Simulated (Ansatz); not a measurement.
**BH2F (SMILES BF) at PBE-QIDH/cc-pVTZ**

Aim: the energy change on altering one bond length of BH2F at PBE-QIDH/cc-pVTZ, from 2 runs. 

The calculation is run with Ansatz 0.2.0.

48 further runs of the same task are left out: 48 set aside as unsound or not needed.

## (1) Starting point

The species is BH2F (4 atoms), meant as a singlet with charge 0. SMILES: `BF`. The coordinates come from a PBE0-D4/def2-TZVP relaxation.

Bond lengths: B1–F2 1.317 Å, B1–H3 1.197 Å, B1–H4 1.198 Å. Angles: F2–B1–H3 117.8°, F2–B1–H4 117.8°, H3–B1–H4 124.4°.

## (2) The energy at PBE-QIDH/cc-pVTZ

Input file job.yaml:

```yaml
crystal:
  periodic: [false, false, false]
  atoms:
    - {symbol: B, position_ang: [-0.027300, -0.004000, -0.030800]}
    - {symbol: F, position_ang: [1.061200, -0.296700, 0.649900]}
    - {symbol: H, position_ang: [-1.012500, -0.649100, 0.186200]}
    - {symbol: H, position_ang: [0.034200, 0.889600, -0.825600]}
basis:
  gaussian: {orbitals: cc-pVTZ}
hamiltonian: {xc: {name: PBE-QIDH}}
correlation: {frozen_orbitals: {B: 1, F: 1, H: 0}}
accuracy: high
output: {orbitals: {seedname: orbitals}}
```

Launch:

```bash
$ ansatz run job.yaml --threads 1 --pin off --max-ram 3480MiB --events-out events.jsonl --progress --plain --runs-dir runs
```

Log:

```text
Warning: RAYON_NUM_THREADS=1 ignored (pool sized by the plan → 1); use --threads N
Functional definition: PBE-QIDH
  name "PBE-QIDH"
  parameter a = 3^(-1/3)
  parameter c = 1/3
  exchange = (1 - a)*pbe_x + a*exact_x
  correlation = (1 - c)*pbe_c + c*(mp2_os + mp2_ss)
1444 factors; integrals over basis functions are off by at most 3.0e-9 eV
mean field evaluation 1: about -3419.3879 eV, gradient 2.2e1 eV
mean field evaluation 2: about -3419.3880 eV, gradient 2.2e1 eV
mean field evaluation 4: about -3420.1917 eV, gradient 1.2e0 eV
mean field evaluation 8: about -3420.1962 eV, gradient 6.3e-3 eV
mean field evaluation 16: about -3420.1962 eV, gradient 1.9e-7 eV
mean field -3420.19624055 eV, -125.6898935480 hartree, gradient 4.7e-8 eV, S^2 0.000000; 0 other end points of the search recorded, 0 dependent functions left out
2 core orbitals not correlated: weight in the atoms' cores, before any rotation towards them, 1.000 or more for the frozen orbitals, at most 0.000 for the correlated occupied ones
reference -3420.19624148 eV, -125.6898935821 hartree; 6, 6 occupied and 80, 80 virtual orbitals, 1444 factors
second order -10.80788613 eV of doubles, -0.00000000 eV of singles
Total energy: -3423.79887019 eV, -125.8222877452 hartree
```

Run time: 3.6 s. Hardware: 1 thread of Arm Neoverse V1, shared host; peak memory 0.17 GiB.

## (3) The distorted shape at the same level

Input file in.yaml:

```yaml
crystal:
  periodic: [false, false, false]
  atoms:
    - {symbol: B, position_ang: [0.120516, 0.092789, -0.063358]}
    - {symbol: F, position_ang: [1.209016, -0.199911, 0.617342]}
    - {symbol: H, position_ang: [-1.012500, -0.649100, 0.186200]}
    - {symbol: H, position_ang: [0.182016, 0.986389, -0.858158]}
basis:
  gaussian:
    orbitals: cc-pVTZ
correlation:
  frozen_orbitals: {B: 1, F: 1, H: 0}
hamiltonian:
  xc: {name: PBE-QIDH}
output: {orbitals: {seedname: orbitals}}
accuracy: high
```

Launch:

```bash
$ ansatz run in.yaml --threads 1 --pin off --max-ram 3480MiB --events-out events.jsonl --progress --plain --runs-dir runs
```

Log (excerpt; [...] marks lines left out):

```text
Warning: RAYON_NUM_THREADS=1 ignored (pool sized by the plan → 1); use --threads N
Functional definition: PBE-QIDH
  name "PBE-QIDH"
[...]
1435 factors; integrals over basis functions are off by at most 2.8e-9 eV
[...]
mean field -3419.86366841 eV, -125.6776717473 hartree, gradient 4.4e-8 eV, S^2 0.000000; 0 other end points of the search recorded, 0 dependent functions left out
2 core orbitals not correlated: weight in the atoms' cores, before any rotation towards them, 1.000 or more for the frozen orbitals, at most 0.000 for the correlated occupied ones
reference -3419.86366934 eV, -125.6776717814 hartree; 6, 6 occupied and 80, 80 virtual orbitals, 1435 factors
second order -10.83921640 eV of doubles, -0.00000000 eV of singles
Total energy: -3423.47674147 eV, -125.8104497333 hartree
```

Run time: 3.6 s. Hardware: 1 thread of Arm Neoverse V1, shared host; peak memory 0.17 GiB.

## (4) Outcome

At PBE-QIDH/cc-pVTZ, 2 core orbitals frozen:

| quantity | value |
| --- | --- |
| first shape: total energy | -125.82229 Eh |
| first shape: HOMO energy (SCF part's orbitals) | -11.86 eV |
| first shape: LUMO energy (SCF part's orbitals) | 0.88 eV |
| first shape: HOMO–LUMO gap (SCF part's orbitals) | 12.74 eV |
| distorted shape: total energy | -125.81045 Eh |
| distorted shape: HOMO energy (SCF part's orbitals) | -11.45 eV |
| distorted shape: LUMO energy (SCF part's orbitals) | 0.80 eV |
| distorted shape: HOMO–LUMO gap (SCF part's orbitals) | 12.26 eV |
| energy change with the B1–H3 bond stretched from 1.197 to 1.377 Å | 0.322 eV |

With the B1–H3 bond stretched from 1.197 to 1.377 Å the energy rises by 0.32 eV (7.4 kcal/mol). The first shape isn't relaxed at this level, so the change isn't measured from a minimum.
